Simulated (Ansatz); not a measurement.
Two structures of AlH₂OF, singlet, reached by relaxing down either side of one saddle point (PBE0-D4/def2-TZVP). Energies are electronic, without zero-point energy. Program: Ansatz 0.2.0. Basis: def2-TZVPP and def2-QZVPP. Cores are frozen in the correlated methods. Extrapolation: Hartree–Fock as exp(−7.88 √X), correlation as X^−2.97. First:

```xyz
5
angstrom
Al 0.2826 -0.3531 -0.1932
F -0.6860 -1.6621 0.0639
H 1.6680 -0.5368 -0.8919
O -0.2177 1.1775 0.2947
H -1.0469 1.3745 0.7265
```

Second:

Al1  (-0.124, 0.296, 0.108)
F2  (1.101, -2.743, -0.973)
H3  (0.769, -1.922, -0.681)
O4  (-0.704, 1.766, 0.624)
H5  (-1.041, 2.603, 0.921)
(Å)

Task: Which bonds change from the first to the second?

Result: AlH₂OF ([OH][AlH][F]) → AlHO ([OH][Al]) + HF; bonds formed: F2–H3; bonds broken: Al1–F2, Al1–H3.

Task: Give the saddle point's structure and its height above each. (Judge from chemistry; the value comes from the calculation.)

Result: Computed: 3.457 eV above the first and 0.998 eV above the second (CCSD(T) at an estimated basis limit (MP2 extrapolated from triple and quadruple zeta, plus CCSD(T) − MP2 in triple zeta)).
```
5
angstrom
Al 0.6279 0.2511 -0.2629
F -0.0085 -1.5299 -0.2418
H 1.0881 -1.3382 -0.7407
O -0.4233 1.3742 0.4254
H -1.2842 1.2429 0.8201
```

The T1 diagnostic stays at or below 0.017. The restricted Hartree–Fock reference is unstable towards an unrestricted one at one or more of these structures.

Labels in which every atom is bracketed show which atoms are joined, not bond orders.

For scale, one of the runs: CCSD(T)/def2-TZVPP, 132 basis functions (an equivalent command: `ansatz run in.yaml --threads 2`). Time: 4 s of wall clock on 2 CPU threads; the host was shared. Peak host memory: 0.73 GiB.
